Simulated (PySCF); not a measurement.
## How the method moves the HOMO and LUMO of `C=CC(=O)F`

C3H3FO.
Z-matrix (Å and degrees, PBE0-D3(BJ)/def2-SVP geometry), rows numbered from 1:
```
C 
C   1  1.3347
C   2  1.4756  1  120.22
O   3  1.1862  2  128.10  1     0.49
F   3  1.3400  2  111.03  1  -179.39
H   1  1.0940  2  120.05  3    -0.06
H   1  1.0925  2  121.53  3  -179.92
H   2  1.0925  1  122.56  3  -179.95
```

Basis pcSseg-2 throughout (PySCF), one geometry. The structure is a single PBE0-D3(BJ)/def2-SVP conformer in the gas phase; no vibrational or solvent corrections.

Task: How do the orbital energies, the gap and the dipole change with the method?

Result: 
```csv
method,kind,HOMO (eV),LUMO (eV),gap (eV),μ (D),SCF cycles
BLYP,GGA,-7.27,-2.99,4.29,3.18,16
OPBE,GGA,-7.29,-3.00,4.29,3.08,16
PBE,GGA,-7.36,-3.11,4.25,3.13,17
B97-D,GGA,-7.37,-3.01,4.36,3.17,16
BP86,GGA,-7.46,-3.19,4.28,3.15,16
KT3,GGA,-7.51,-3.05,4.46,3.17,16
KT2,GGA,-7.52,-3.06,4.46,3.19,16
LDA,LDA,-7.59,-3.38,4.21,3.21,16
B3LYP,global hybrid,-8.65,-2.38,6.27,3.31,14
PBE0,global hybrid,-8.88,-2.14,6.74,3.30,14
mPW1PW91,global hybrid,-8.89,-2.15,6.74,3.30,14
HF,Hartree–Fock,-11.34,1.69,13.03,3.71,12
```

The HOMO spans 4.07 eV, from BLYP down to HF, and the gap runs from 4.21 eV (LDA) to 13.03 eV (HF). Over the methods BLYP (0 %), OPBE (0 %), PBE (0 %), B97-D (0 %), BP86 (0 %), KT3 (0 %), KT2 (0 %), LDA (0 %), B3LYP (20 %), PBE0 (25 %), mPW1PW91 (25 %), HF (100 %), a straight line through the gap against the share of exact exchange rises by 0.88 eV for each 10 % (correlation coefficient 0.999). The dipole ranges from 3.08 D (OPBE) to 3.71 D (HF). This basis has no diffuse functions.
